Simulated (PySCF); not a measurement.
Calculation: B3LYP-D3(BJ)/def2-TZVP // r2SCAN-D4/def2-SVP run with PySCF 2.14.0. All species are isolated molecules in the gas phase. B3LYP has the VWN-RPA correlation part, as in Gaussian. 

Reference species (SMILES): `[NH2]` (neutral, multiplicity 2).

- dipole moment: 1.96 D

Changed species: `[OH]` (free radical OH; the reference has free radical NH2).

What does the change do to the dipole moment?

the dipole moment decreases by 0.19 D, to 1.77 D.
